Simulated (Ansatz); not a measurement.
# BNH3 (SMILES B[NH]): the energy to break a bond

BNH3 has 5 atoms, charge 0, and is taken as a doublet. SMILES: `B[NH]`. Geometry: optimised at PBE0/def2-SVP.

```xyz
5

B    -0.3059   -0.3794   -0.0671
N     0.5485    0.6360    0.0462
H    -0.4565   -1.1597    0.8612
H    -0.9460   -0.5433   -1.0927
H     1.2098    1.3728    0.2109
```

Wanted: the dissociation energy of the H3–B1 bond into doublet H and singlet BNH2 (shapes relaxed at PBE0/def2-SVP, no zero-point term). 1 Eh = 2625.50 kJ/mol = 27.2114 eV. Totals in Eh; open shells run unrestricted unless said.

| level | program | BNH3 | doublet H | singlet BNH2 |
| --- | --- | --- | --- | --- |
| UBLYP/def2-TZVPP | Ansatz | -81.355928 | -0.497552 | -80.812317 |
| UPBE/def2-TZVPP | Ansatz | -81.268929 | -0.499616 | -80.723516 |
| UCAM-B3LYP/def2-TZVPP | Ansatz | -81.339684 | -0.498811 | -80.793711 |

Question: Work out the dissociation energy at each level.

Answer: 
1. UBLYP/def2-TZVPP: (-0.497552) + (-80.812317) − (-81.355928) = 0.046059 Eh = 120.9 kJ/mol = 1.25 eV.
2. UPBE/def2-TZVPP: (-0.499616) + (-80.723516) − (-81.268929) = 0.045797 Eh = 120.2 kJ/mol = 1.25 eV.
3. UCAM-B3LYP/def2-TZVPP: (-0.498811) + (-80.793711) − (-81.339684) = 0.047162 Eh = 123.8 kJ/mol = 1.28 eV.

The levels span 120 to 124 kJ/mol; no measured value is set beside them. A fragment with an even electron count was run as a singlet and may have a lower triplet. A bond enthalpy at 298 K also holds the loss of zero-point energy and thermal terms.
